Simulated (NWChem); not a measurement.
# doublet [C2F2]+ at 4 levels

Wanted: a comparison of 4 runs (UM06-L/cc-pVTZ, U-r2SCAN/cc-pVTZ, UB3LYP/cc-pVTZ, UPBE0/cc-pVTZ) of doublet [C2F2]+. 

The results are computed with NWChem 7.3.0.

## Step 1: The structure to begin with

[C2F2]+ has 4 atoms, charge +1, and is taken as a doublet. As SMILES of the parent species, `FC#CF`. The coordinates come from a PBE0-D4/def2-TZVP relaxation. That shape belongs to the parent species and isn't relaxed for this state.

Bond lengths: F1–C2 1.277 Å, C2–C3 1.184 Å, C3–F4 1.277 Å. Angles: F1–C2–C3 180.0°, C2–C3–F4 180.0°.

## Step 2: The energy at UM06-L/cc-pVTZ (run 1)

run.py reads:

```python
from ase import Atoms
from ase.calculators.nwchem import NWChem

molecule = Atoms(['F', 'C', 'C', 'F'], positions=[
    [-0.136400, 0.128000, 1.852800],
    [-0.033700, 0.030200, 0.583200],
    [0.061400, -0.060400, -0.593400],
    [0.164100, -0.158200, -1.863000],
])

calc = NWChem(
    label='mol',
    theory='dft',
    memory='2200 mb',
    basis='cc-pVTZ',
    basispar='spherical bse',
    charge=1,
    dft={'xc': 'm06-l', 'mult': '2', 'grid': 'fine', 'convergence': 'energy 1e-08', 'iterations': '100', 'mulliken': None, 'print': 'low'},
    task='energy',
)
molecule.calc = calc

e = molecule.get_potential_energy()
print(f"E = {e:.6f} eV")
```

The run is started by

```console
export ASE_NWCHEM_COMMAND="nwchem PREFIX.nwi > PREFIX.nwo"
python run.py
```

The log of the run:

```text
E = -7494.239098 eV
```

The calculator wrote mol.nwi:

```
title "mol"

permanent_dir mol

scratch_dir mol

start mol

geometry units angstrom nocenter noautosym noautoz
  F  -1.3639999999999999e-01 1.2800000000000000e-01 1.8528000000000000e+00
  C  -3.3700000000000001e-02 3.0200000000000001e-02 5.8320000000000005e-01
  C  6.1400000000000003e-02 -6.0400000000000002e-02 -5.9340000000000004e-01
  F  1.6410000000000000e-01 -1.5820000000000001e-01 -1.8630000000000000e+00
end

charge 1

memory 2200 mb

basis spherical bse noprint
   * library cc-pVTZ
end

dft
  xc m06-l
  mult 2
  grid fine
  convergence energy 1e-08
  iterations 100
  mulliken
  print low
end

task dft energy
```

mol.nwo:

```text
Northwest Computational Chemistry Package (NWChem) 7.3.0
             --------------------------------------------------------

           Job information
           ---------------

    nwchem branch   = 7.3.0
    use scalapack   = T
    input           = mol.nwi
    prefix          = mol.
    data base       = mol/mol.db
    status          = startup
    nproc           =        1

           Memory information
           ------------------

    heap     =     72089596 doubles =      550.0 Mbytes
    stack    =     72089601 doubles =      550.0 Mbytes
    global   =    144179200 doubles =     1100.0 Mbytes (distinct from heap & stack)
    total    =    288358397 doubles =     2200.0 Mbytes
    verify   = yes
    hardfail = no

[... 35 lines left out ...]
            Nuclear Dipole moment (a.u.)
[... 72 lines left out ...]
   convergence    iter        energy       DeltaE   RMS-Dens  Diis-err    time
[... 13 lines left out ...]
         Total DFT energy =     -275.408209312886
      One electron energy =     -559.879687163500
           Coulomb energy =      220.278458642014
    Exchange-Corr. energy =      -31.317984661456
 Nuclear repulsion energy =       95.511003870056
[... 38 lines left out ...]
     ------------------------------------------
      Spin Density - Lowdin Population Analysis
     ------------------------------------------

    Atom       Charge   Shell Charges
 -----------   ------   -------------------------------------------------------
    1 F    9     0.11  -0.00  0.00  0.00 -0.00  0.05  0.06  0.00 -0.00  0.00  0.00
    2 C    6     0.39  -0.00  0.00  0.00  0.00  0.11  0.16  0.04  0.01  0.06 -0.00
    3 C    6     0.39  -0.00  0.00  0.00  0.00  0.11  0.16  0.04  0.01  0.06 -0.00
    4 F    9     0.11  -0.00  0.00  0.00 -0.00  0.05  0.06  0.00 -0.00  0.00  0.00

     --------------------------
     Expectation value of S2:
     --------------------------
      <S2> =      0.7525 (Exact =     0.7500)

 Task  times  cpu:       22.5s     wall:       22.5s
 Total times  cpu:       22.5s     wall:       22.5s
```

Run time: 24 s. Hardware: 1 thread of Intel Xeon 6975P-C (Granite Rapids), shared host; peak memory 0.12 GiB.

## Step 3: The energy at U-r2SCAN/cc-pVTZ (run 2)

nw.nw reads:

```
start nw
memory total 2200 mb
charge 1

geometry noautosym nocenter noautoz
   F       -0.136400       0.128000       1.852800
   C       -0.033700       0.030200       0.583200
   C        0.061400      -0.060400      -0.593400
   F        0.164100      -0.158200      -1.863000
end

basis "ao basis" spherical bse
   F library cc-pVTZ
   C library cc-pVTZ
end

dft
   xc r2scan
   mult 2
   grid fine
   convergence energy 1e-08
   iterations 100
   mulliken
   print medium
end

task dft
```

The run is started by

```console
nwchem nw.nw > nw.out
```

The log of the run:

```text
[...]
          Wavefunction type:  spin polarized.
          No. of atoms     :     4
          No. of electrons :    29
[...]
          Charge           :     1
          Spin multiplicity:     2
[...]
          AO basis - number of functions:   120
[...]
              XC Information
              --------------
                      r^2SCAN Method XC Functional
               r^2SCAN metaGGA Exchange Functional  1.000
                     r^2SCAN Correlation Potential  1.000
[...]
 d= 0,ls=0.0,diis     1   -275.1691188059 -3.71D+02  6.23D-03  4.95D-01     2.6
[...]
 d= 0,ls=0.0,diis    10   -275.3246049457 -1.39D-09  6.82D-08  2.05D-10    22.7
[...]
         Total DFT energy =     -275.324604945677
      One electron energy =     -559.729764227352
           Coulomb energy =      220.094237789027
    Exchange-Corr. energy =      -31.200082377408
 Nuclear repulsion energy =       95.511003870056
[...]
      Total Density - Mulliken Population Analysis
     ---------------------------------------------
    Atom       Charge   Shell Charges
 -----------   ------   -------------------------------------------------------
    1 F    9     8.87   1.94  0.29  1.08  0.59  1.54  2.36  1.04  0.00  0.02  0.00
    2 C    6     5.63   1.96  0.19  0.73  0.15  0.85  1.35  0.23  0.04  0.11  0.02
    3 C    6     5.63   1.96  0.19  0.73  0.15  0.85  1.35  0.23  0.04  0.11  0.02
    4 F    9     8.87   1.94  0.29  1.08  0.59  1.54  2.36  1.04  0.00  0.02  0.00
[...]
      <S2> =      0.7528 (Exact =     0.7500)
[...]
```

Run time: 23 s. Hardware: 1 thread of Intel Xeon 6975P-C (Granite Rapids), shared host; peak memory 0.11 GiB.

Run 3 isn't shown in full; the table further down has it.

## Step 4: The energy at UPBE0/cc-pVTZ (run 4)

input.nw reads:

```
echo
start input
memory total 2200 mb
charge 1

geometry units angstroms noautosym nocenter noautoz
   F       -0.136400       0.128000       1.852800
   C       -0.033700       0.030200       0.583200
   C        0.061400      -0.060400      -0.593400
   F        0.164100      -0.158200      -1.863000
end

basis spherical bse
   * library cc-pVTZ
end

dft
   xc pbe0
   mult 2
   grid fine
   convergence energy 1e-08
   iterations 100
   mulliken
end

task dft
```

The run is started by

```console
nwchem input.nw > input.out
```

The log of the run:

```text
[...]
          Wavefunction type:  spin polarized.
          No. of atoms     :     4
          No. of electrons :    29
[...]
          Charge           :     1
          Spin multiplicity:     2
[...]
          AO basis - number of functions:   120
[...]
              XC Information
              --------------
                         PBE0 Method XC Functional
                     Hartree-Fock (Exact) Exchange  0.250
          PerdewBurkeErnzerhof Exchange Functional  0.750
            Perdew 1991 LDA Correlation Functional  1.000 local
           PerdewBurkeErnz. Correlation Functional  1.000 non-local
[...]
 d= 0,ls=0.0,diis     1   -275.0106418595 -3.71D+02  5.33D-03  5.11D-01     2.4
[...]
 d= 0,ls=0.0,diis     8   -275.1652007684 -7.17D-10  3.59D-07  1.43D-08    16.3
[...]
         Total DFT energy =     -275.165200768435
      One electron energy =     -559.662371784761
           Coulomb energy =      220.015650509948
    Exchange-Corr. energy =      -31.029483363678
 Nuclear repulsion energy =       95.511003870056
[...]
      Total Density - Mulliken Population Analysis
     ---------------------------------------------
    Atom       Charge   Shell Charges
 -----------   ------   -------------------------------------------------------
    1 F    9     8.87   1.94  0.28  1.08  0.58  1.54  2.36  1.06  0.00  0.02  0.00
    2 C    6     5.63   1.96  0.19  0.73  0.16  0.85  1.34  0.23  0.04  0.12  0.02
    3 C    6     5.63   1.96  0.19  0.73  0.16  0.85  1.34  0.23  0.04  0.12  0.02
    4 F    9     8.87   1.94  0.28  1.08  0.58  1.54  2.36  1.06  0.00  0.02  0.00
[...]
      <S2> =      0.7520 (Exact =     0.7500)
[...]
```

It took 17 s on 1 thread of Intel Xeon 6975P-C (Granite Rapids), shared host; peak memory 0.11 GiB.

## Step 5: The series

| run | level | energy (Eh) | ⟨S²⟩ | wall time |
| --- | --- | --- | --- | --- |
| 1 | UM06-L/cc-pVTZ | -275.408209 | 0.752 | 24 s |
| 2 | U-r2SCAN/cc-pVTZ | -275.324605 | 0.753 | 23 s |
| 3 | UB3LYP/cc-pVTZ | -275.446981 | 0.752 | 17 s |
| 4 | UPBE0/cc-pVTZ | -275.165201 | 0.752 | 17 s |

## Step 6: Results

| quantity | value |
| --- | --- |
| run 4: total energy | -275.16520 Eh |
| run 4: HOMO energy (highest over α and β) | -17.02 eV |
| run 4: LUMO energy (lowest over α and β) | -13.96 eV |
| run 4: ⟨S²⟩ | 0.752 |

**Reading.** Totals of different functionals can't be ranked against each other. All runs together took 81 s, the longest 24 s.
